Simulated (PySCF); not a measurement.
# MgH: changing the method

Starting from one script, swap the method and compare what comes out for MgH.

The runs use PySCF 2.14.0; method and basis as typed in the scripts.

1 further run of the same task is left out (it didn't finish).

## 1. The starting structure

MgH: 2 atoms, charge 0, spin multiplicity 2.

Bond lengths: Mg1–H2 1.675 Å.

## 2. Base script

input.py

```python
from pyscf import gto, scf, cc

mol = gto.M(
    atom='Mg 0 0 0; H 0 0 1.675',
    basis='def2-svp',
    charge=0,
    spin=1,
    verbose=4,
)
mf = scf.UHF(mol)
mf.kernel()
mycc = cc.CCSD(mf, frozen=1)
mycc.kernel()
mycc.ccsd_t()
mf.dip_moment()
print('orbital energies (hartree):', [e[max(0, n-3):n+3].round(4) for e, n in zip(mf.mo_energy, mol.nelec)])
```

Launch:

```console
OMP_NUM_THREADS=1 python input.py
```

## 3. ROHF

Run 1 changes SCF type: UHF → ROHF.

input.py

```python
from pyscf import gto, scf, cc

mol = gto.M(
    atom='Mg 0 0 0; H 0 0 1.675',
    basis='def2-svp',
    charge=0,
    spin=1,
    verbose=4,
)
mf = scf.ROHF(mol)
mf.kernel()
mycc = cc.CCSD(mf, frozen=1)
mycc.kernel()
mycc.ccsd_t()
mf.dip_moment()
print('orbital energies (hartree):', mf.mo_energy[..., max(0, mol.nelec[1]-3):mol.nelec[0]+3].round(4))
```

## 4. CASSCF (ROHF)

Run 2 changes step after the SCF: ccsd(t) → casscf; SCF type: UHF → ROHF; active space: none → 3 electrons in 5 orbitals.

input.py

```python
from pyscf import gto, scf, mcscf

mol = gto.M(
    atom='Mg 0 0 0; H 0 0 1.675',
    basis='def2-svp',
    charge=0,
    spin=1,
    verbose=4,
)
mf = scf.ROHF(mol)
mf.kernel()
mc = mcscf.CASSCF(mf, 5, 3)
mc.kernel()
mc.analyze()
mf.dip_moment()
print('orbital energies (hartree):', mf.mo_energy[..., max(0, mol.nelec[1]-3):mol.nelec[0]+3].round(4))
```

## 5. MP2

Run 3 changes step after the SCF: ccsd(t) → mp2.

Edit input.py of step 2 so:

```diff
@@ -1,2 +1,2 @@
-from pyscf import gto, scf, cc
+from pyscf import gto, scf, mp
 
@@ -11,5 +11,3 @@
 mf.kernel()
-mycc = cc.CCSD(mf, frozen=1)
-mycc.kernel()
-mycc.ccsd_t()
+mp.MP2(mf, frozen=1).kernel()
 mf.dip_moment()
```

## 6. Wb97 (UKS)

Run 4 changes functional: none (Hartree–Fock) → wb97; SCF type: UHF → UKS; step after the SCF: ccsd(t) → analyze.

input.py

```python
from pyscf import gto, dft

mol = gto.M(
    atom='Mg 0 0 0; H 0 0 1.675',
    basis='def2-svp',
    charge=0,
    spin=1,
    verbose=4,
)
mf = dft.UKS(mol, xc='wb97')
mf.kernel()
mf.analyze()
print('orbital energies (hartree):', [e[max(0, n-3):n+3].round(4) for e, n in zip(mf.mo_energy, mol.nelec)])
```

**Question.** What will these runs give? Wanted: for each run, E(SCF); from base; gap, α spin; SCF dipole; after the SCF.

The runs gave:

```tsv
run	E(SCF) (hartree)	from base (eV)	cycles	gap, α spin (eV)	SCF dipole (D)	after the SCF
base	-200.075945	0	9	8.05	1.28	CCSD(T) correlation -1.106 eV, core frozen
ROHF	-200.075082	+0.0235	9	n/a	1.32	CCSD(T) correlation -1.129 eV, core frozen
CASSCF (ROHF)	-200.075082	+0.0235	9	n/a	1.32	CASSCF correlation -0.654 eV
MP2	-200.075945	0.0000	9	8.05	1.28	MP2 correlation -0.828 eV, core frozen
wb97 (UKS)	-200.526668	not comparable	11	7.69	0.88	n/a
```

In words: On the same reference and core, CCSD(T) gains 1.11 eV in 1.5 s; MP2 reaches 75 % of that in 1.2 s. A lower total energy from another functional means nothing by itself.
